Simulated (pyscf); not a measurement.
H₂B–CH₃ + hydrogen fluoride (HF) → H₂B–CH₂–F + hydrogen (H₂), a multi-bond step (singlet surface; C–H, B–H, F–H broken, C–F, B–H, H–H formed). Optimised with ωB97X-D3(BJ)/def2-SVP in PySCF. Energies in eV from the separated reactants.

Small-basis levels: PySCF, no dispersion term, spherical d functions. AM1 to PM7: differences of heats of formation from MOPAC, which are fitted to 298 K values and so differ in kind from electronic energies by zero-point and thermal terms. Cost: rough CPU time at the saddle relative to B3LYP/6-31G*, from one job on a shared machine.

```
level                   barrier  reaction energy        cost
----------------------  -------  ---------------  ----------
HF/STO-3G                  2.82            +0.34        0.04
HF/3-21G                   2.34            +0.83        0.05
BP86/6-31G*                1.69            +0.66           1
PBE/6-31G*                 1.60            +0.65           1
B3LYP/STO-3G               1.09            -0.09         0.6
B3LYP/6-31G*               1.96            +0.69           1
AM1                        3.15            +0.76  under 0.02
ωB97M-D3(BJ)/def2-TZVP     2.25            +1.15           –
```

Against the last row the barrier runs from -1.16 (B3LYP/STO-3G) to +0.90 eV (AM1). ωB97M-D3(BJ)/def2-TZVP has limits of its own. The same reactants have a lower exit, to H₃C–BH–F + H₂ (barrier +0.39 eV at ωB97M-D3(BJ)/def2-TZVP, against +2.25 eV here). H₂B–CH₂–F lies 2.62 eV over its isomer H₃C–BH–F (electronic energy, ωB97M-D3(BJ)/def2-TZVP). This is the saddle that the search found; another between the same sides may lie lower.
